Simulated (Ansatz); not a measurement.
## Ansatz (development build ahead of 0.2.0) run

```yaml
crystal:
  periodic: [false, false, false]
  atoms:
    - { symbol: S, position_ang: [0.01082, -0.01842, -0.90678] }
    - { symbol: S, position_ang: [-0.02943, -0.0252, 0.92038] }
basis:
  gaussian: { orbitals: aug-cc-pVDZ }
magnetization:
  spin_polarized: true
  initial_magnetization: 2
hamiltonian:
  xc: hf
correlation:
  method: mp2
  frozen_orbitals: { S: 5 }
```

The input is written out in the form of the current development build from the run's settings.

Output:

- Converged: yes
- Reference energy: -795.06435 hartree
- Correlation energy: -0.24716 hartree
- Total energy: -795.31151 hartree
- Spin squared of the determinant: 2.046
